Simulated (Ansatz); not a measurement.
Geometry optimisation, Ansatz 0.2.0, RKS PBE0-D4/def2-mTZVP.

input.yaml

```yaml
crystal:
  periodic: [false, false, false]
  atoms:
    - { symbol: C, position_ang: [-0.5761, -0.1824, 0.482] }
    - { symbol: C, position_ang: [0.5483, 0.11, -0.434] }
    - { symbol: F, position_ang: [0.65542, 1.41791, -0.56115] }
    - { symbol: F, position_ang: [1.74312, -0.30088, 0.00535] }
    - { symbol: F, position_ang: [0.39295, -0.42385, -1.66272] }
    - { symbol: H, position_ang: [-0.4666, 0.3455, 1.4453] }
    - { symbol: H, position_ang: [-0.7447, -1.2085, 0.6263] }
    - { symbol: H, position_ang: [-1.5003, 0.2935, 0.0284] }
basis:
  gaussian: { orbitals: def2-mTZVP }
hamiltonian:
  xc: pbe0
  dispersion: d4
relax:
  f_tol: 0.015
  max_steps: 40
```

Run as:

```bash
$ ansatz run input.yaml --threads 2 --pin off --max-ram 3072MiB --backend cpu --events-out ev --progress --plain --runs-dir out
```

**Question.** Where does it end, and by what steps?

**Answer.** The forces met the threshold. After 4 steps the energy has fallen by 0.149 eV; F3 moved furthest, 0.09 Å.

```tsv
step	energy less start (eV)	largest force component (eV/Å)	accepted
0	0.0000	1.991	yes
1	-0.1269	0.797	yes
2	-0.1489	0.054	yes
3	-0.1491	0.046	yes
4	-0.1492	0.002	yes
```

```xyz
8
Properties=species:S:1:pos:R:3
C -0.609 -0.148 0.478
C 0.543 0.141 -0.433
F 0.708 1.463 -0.625
F 1.701 -0.332 0.061
F 0.374 -0.416 -1.646
H -0.433 0.318 1.446
H -0.708 -1.225 0.606
H -1.524 0.251 0.043
```

Whether the end is a true minimum wasn't checked by a vibrational analysis.

The run took 17 s on 2 threads of Arm Neoverse N1, on a shared host, peak memory 0.19 GiB.
